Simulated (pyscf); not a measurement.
PySCF, gas phase, ωB97X-D3(BJ)/def2-SVP geometries. Correlated levels are frozen-core, on RHF or UHF. ΔMP2 is the change of the MP2 total energy from the triple- to the quadruple-zeta basis.

Problem. What is the homolytic dissociation enthalpy (298 K, CCSD(T)/def2-TZVPP + ΔMP2(QZVPP)) of the In–N bond of H₂N–InH–NH₂, to NH₂• + [H₂N–InH]•?

Solution. In–N to NH₂• + [H₂N–InH]•: 76.3 kcal/mol. The radicals are drawn with the spin at the cut bond; how far it spreads was not checked. Other isomers of [H₂N–InH]• were not searched in full and may lie lower. The CCSD(T) − MP2 part came from Ansatz, without density fitting, on the same reference. The frozen core leaves the outer d or s,p core shells of the metals and heavy elements correlated in the MP2 and CC values, and def2-TZVPP describes them poorly, which can shift differences by a few kcal/mol. Elements past Kr carry the def2 core potentials, without spin-orbit coupling.
